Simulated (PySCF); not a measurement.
Thioformaldehyde, CH2S, SMILES C=S, point group C2v.

Level: B3LYP/pcSseg-2 in PySCF (density fitting, grid level 2); geometry and Hessian at that level, cubic constants and property derivatives from steps of ±0.6 along each species' dimensionless normal coordinates, second-order vibrational perturbation theory. The parent has the commonest isotopes.

Equilibrium geometry (Å):

```csv
atom,x,y,z
C1,-0.0976,0.0113,0.1815
S2,1.4494,-0.0827,-0.2448
H3,-0.6590,0.9407,0.1249
H4,-0.6519,-0.8503,0.5456
```

An isotope shift is δ(isotopologue) − δ(parent), that is, the negative of the change in the averaged GIAO shielding; n counts bonds from the nearest label (0: the labelled atom itself). These are computed values; those of heavy atoms are rounded to 5 ppb, about the numerical noise. One-bond deuterium shifts of ¹³C at such levels come out too large, by a quarter to a half.

**Question.** What isotope shifts arise with ¹³C at 1?

**Answer.** 
```json
{"nucleus": "C1", "n": "0", "0 K (ppb)": "-90", "250 K (ppb)": "-85"}
{"nucleus": "S2", "n": "1", "0 K (ppb)": "-810", "250 K (ppb)": "-775"}
{"nucleus": "H3", "n": "1", "0 K (ppb)": "-5", "250 K (ppb)": "-5"}
{"nucleus": "H4", "n": "1", "0 K (ppb)": "-5", "250 K (ppb)": "-5"}
```

**Question.** What isotope shifts arise with ³³S at 2?

**Answer.** 
```csv
nucleus,n,0 K (ppb),250 K (ppb)
S2,0,-75,-70
C1,1,-10,-10
H3,2,0,0
H4,2,0,0
```

**Question.** What isotope shifts arise with ³³S at 2, ²H at 3?

**Answer.** 
```json
{"nucleus": "S2", "n": "0", "0 K (ppb)": "-3595", "250 K (ppb)": "-3495"}
{"nucleus": "H3", "n": "0", "0 K (ppb)": "-98", "250 K (ppb)": "-97"}
{"nucleus": "C1", "n": "1", "0 K (ppb)": "-600", "250 K (ppb)": "-590"}
{"nucleus": "H4", "n": "2", "0 K (ppb)": "-30", "250 K (ppb)": "-28"}
```
